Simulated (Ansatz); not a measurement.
# CH3NSi: functionals against CCSD(T) at one geometry

A test off equilibrium: a structure displaced at random from a GFN2-xTB minimum is computed at several levels, and each is set against CCSD(T).

Method: single points in def2-TZVPP; program: Ansatz 0.2.0, Gaussian basis.

Cores are frozen in the correlated methods.

### Step 1. Where the work starts

SMILES `NC#[SiH]`, 6 atoms, charge 0, spin multiplicity 1.

Atoms are counted from 1 here; the program's logs count them from 0.

Bond lengths: N1–C2 1.293 Å, N1–H4 1.085 Å, N1–H5 1.036 Å, C2–Si3 1.798 Å, Si3–H6 1.399 Å. Angles: C2–N1–H4 122.9°, C2–N1–H5 123.5°, H4–N1–H5 110.1°, N1–C2–Si3 142.8°, C2–Si3–H6 123.0°.

As a file:

```xyz
6

N    -0.49880    0.20640   -1.05160
C    -0.09500   -0.23180    0.09600
Si    0.96360    0.17230    1.49170
H    -1.48350    0.63430   -1.20640
H    -0.10260   -0.10890   -1.95510
H     1.13720   -0.68010    2.58680
```

### Step 2. CCSD(T)/def2-TZVPP

run/in.yaml reads:

```yaml
crystal:
  periodic: [false, false, false]
  atoms:
    - {symbol: N, position_ang: [-0.498800, 0.206400, -1.051600]}
    - {symbol: C, position_ang: [-0.095000, -0.231800, 0.096000]}
    - {symbol: Si, position_ang: [0.963600, 0.172300, 1.491700]}
    - {symbol: H, position_ang: [-1.483500, 0.634300, -1.206400]}
    - {symbol: H, position_ang: [-0.102600, -0.108900, -1.955100]}
    - {symbol: H, position_ang: [1.137200, -0.680100, 2.586800]}
basis:
  gaussian: {orbitals: def2-TZVPP}
correlation: {method: ccsd_t}
output: {forces: true}
```

No record of the launch command was kept for these runs.

### Step 3. PBE0-D4/def2-TZVPP

Edit run/in.yaml of step 2 so:

```diff
@@ -11,3 +11,3 @@
   gaussian: {orbitals: def2-TZVPP}
-correlation: {method: ccsd_t}
-output: {forces: true}
+hamiltonian: {xc: pbe0, dispersion: d4}
+output: {forces: true, orbitals: {seedname: orbitals}}
```

### Step 4. wB97M-V/def2-TZVPP

Edit run/in.yaml of step 3 so:

```diff
@@ -11,3 +11,3 @@
   gaussian: {orbitals: def2-TZVPP}
-hamiltonian: {xc: pbe0, dispersion: d4}
-output: {forces: true, orbitals: {seedname: orbitals}}
+hamiltonian: {xc: {name: wB97M-V}}
+output: {forces: true}
```

### Step 5. r2SCAN-D4/def2-TZVPP

Edit run/in.yaml of step 4 so:

```diff
@@ -11,3 +11,3 @@
   gaussian: {orbitals: def2-TZVPP}
-hamiltonian: {xc: {name: wB97M-V}}
+hamiltonian: {xc: r2scan, dispersion: d4}
 output: {forces: true}
```

### Step 6. PBE-D4/def2-TZVPP

Edit run/in.yaml of step 5 so:

```diff
@@ -11,3 +11,3 @@
   gaussian: {orbitals: def2-TZVPP}
-hamiltonian: {xc: r2scan, dispersion: d4}
+hamiltonian: {xc: pbe, dispersion: d4}
 output: {forces: true}
```

### Step 7. CAM-B3LYP-D4/def2-TZVPP

Edit run/in.yaml of step 6 so:

```diff
@@ -11,3 +11,3 @@
   gaussian: {orbitals: def2-TZVPP}
-hamiltonian: {xc: pbe, dispersion: d4}
+hamiltonian: {xc: {name: CAM-B3LYP}, dispersion: d4}
 output: {forces: true}
```

### Step 8. LC-wPBE/def2-TZVPP

Edit run/in.yaml of step 7 so:

```diff
@@ -11,3 +11,3 @@
   gaussian: {orbitals: def2-TZVPP}
-hamiltonian: {xc: {name: CAM-B3LYP}, dispersion: d4}
+hamiltonian: {xc: {name: LC-wPBE}}
 output: {forces: true}
```

(Steps that only read results are left out.)

Before running it: what results should come out? Wanted: energy less free atoms, CCSD(T)/def2-TZVPP; RMS force component; RMS force error; HOMO and LUMO, PBE0-D4; T1 diagnostic.

**Answer**, as computed:

| quantity | value |
| --- | --- |
| energy less free atoms, CCSD(T)/def2-TZVPP | -19.126 eV |
| RMS force component | 1.533 to 1.650 eV/Å over the methods |
| RMS force error | PBE0-D4 0.360, wB97M-V 0.315, r2SCAN-D4 0.285, PBE-D4 0.321, CAM-B3LYP-D4 0.391, LC-wPBE 0.421 eV/Å |
| HOMO and LUMO, PBE0-D4 | -5.85 and -1.36 eV |
| T1 diagnostic | 0.039 |

**Reading.** Against CCSD(T) the functionals' energies less atoms differ by -1.725 to -0.250 eV, PBE-D4 by -1.725 eV. The reference is not at the basis limit: in triple zeta CCSD(T) underbinds, which counts against methods that bind more; the gaps are no ranking. For forces r2SCAN-D4 does best and LC-wPBE worst. The T1 diagnostic is large here, over the usual mark for main-group molecules (transition-metal compounds often pass it harmlessly), so CCSD(T) itself may be off. The restricted Hartree–Fock reference is unstable towards an unrestricted one at one or more of these structures.
